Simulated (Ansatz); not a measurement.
# Si2+ (quartet): the correlation ladder at distance Si1–Si2 = 6.171 Å, cc-pVDZ

One table from this session's results is given with a row withheld; the runs are named, their logs left out.

Program: Ansatz 0.2.0, Gaussian basis. Level of theory: cc-pVDZ, core rule «outside noble gas», up to 10 orbitals frozen. These are calculated values, not measurements.

Plan: UHF; CCSD(T) on ROHF; CCSD(T) on UHF; BCCD(T) on ROHF; CISD; CCSDT(Q) on ROHF; CCSDT(Q) on UHF; CISDTQ; CASSCF and MRCISD+Q, 5 electrons in 5 orbitals; CASSCF and NEVPT2, 5 electrons in 5 orbitals; CASSCF and MRCISD+Q, 7 electrons in 8 orbitals; CASSCF and NEVPT2, 7 electrons in 8 orbitals; Full CI.

22 further runs of the same task are left out: 17 that didn't finish, 5 set aside as unsound or not needed.

**What is computed**

The geometry derives from a PBE0/def2-TZVP stationary point (not a proven minimum). One bond is set to the value named and the two fragments are kept rigid.

2 atoms, charge 1, spin multiplicity 4.

Atoms are counted from 1 here; the program's logs count them from 0.

No contacts short enough for the rule that draws bonds.

Set-up of the first run:

Contents of in.yaml:

```yaml
crystal:
  periodic: [false, false, false]
  atoms:
    - {symbol: Si, position_ang: [0.000000, 0.000000, 0.000000]}
    - {symbol: Si, position_ang: [0.000000, 0.000000, 6.171000]}
basis:
  gaussian: {orbitals: cc-pVDZ}
total_charge: 1
magnetization: {spin_polarized: true, initial_magnetization: 3}
hamiltonian: {xc: hf}
output: {orbitals: {seedname: orbitals}}
```

Run with:

```sh
> ansatz run in.yaml --threads 1 --pin off --events-out ev --progress --plain --max-ram 2393MiB
```

Among the steps run: UHF; CCSD(T) on ROHF; CCSD(T) on UHF; BCCD(T) on ROHF; CISD; CCSDT(Q) on ROHF; CCSDT(Q) on UHF; CISDTQ; CASSCF and MRCISD+Q, 5 electrons in 5 orbitals; CASSCF and NEVPT2, 5 electrons in 5 orbitals; CASSCF and MRCISD+Q, 7 electrons in 8 orbitals; CASSCF and NEVPT2, 7 electrons in 8 orbitals; Full CI.

One of the session's tables, all rows but one given; the rest of the session is left out.

| method | from FCI (meV) |
| --- | --- |
| RMP2 | +1095.7 |
| UMP2 | +1088.7 |
| CISD | ? |
| RCCSD | +109.5 |
| UCCSD | +103.8 |
| RCCSD(T) | +32.4 |
| UCCSD(T) | +31.4 |
| BCCD(T) | +32.3 |
| RCCSDT | +5.6 |
| UCCSDT | +5.3 |
| CISDTQ | +21.9 |
| RCCSDT(Q) | +2.8 |
| UCCSDT(Q) | +2.6 |
| FCI | 0 |

Q: Estimate the row for CISD from the others.

The run gave: from FCI (meV): +317.1. In the column «from FCI (meV)» it lies between RCCSD (+109.5) and UMP2 (+1088.7).

Among the levels timed on like hardware and quicker than the yardstick, those that no quicker one beats, quickest first: CISD (3.5 s, +317.1 meV); BCCD(T) (9 s, +32.3 meV); UCCSD(T) (10 s, +31.4 meV); UCCSDT(Q) (21 s, +2.6 meV).

Left out of the table: CASSCF pair, NEVPT2 pair, MRCISD pair, MRCISD+Q pair, CASSCF valence, NEVPT2 valence, MRCISD valence, MRCISD+Q valence (the active space lost an orbital or holds another state than full CI finds).

Limits of these values: The report flags that the cluster equations may have other roots. The yardstick is full CI for this spin, exact in this basis with these frozen cores. Left out of the table: ROHF, UHF (another determinant or state than the rows shown). The program flags RCCSD(T), UCCSD(T), BCCD(T), RCCSDT(Q), UCCSDT(Q) as in doubt, so those rows may rest on another solution; read them beside their warnings. Levels on UHF freeze UHF's core orbitals, full CI those of ROHF, so the U rows can settle a little off it for that reason alone. Restricted and unrestricted rows rest on different reference determinants; where their highest levels disagree by more than a few hundredths of an eV, they describe different states and don't form one ladder. Warnings in the runs' records: other roots, passed over end.
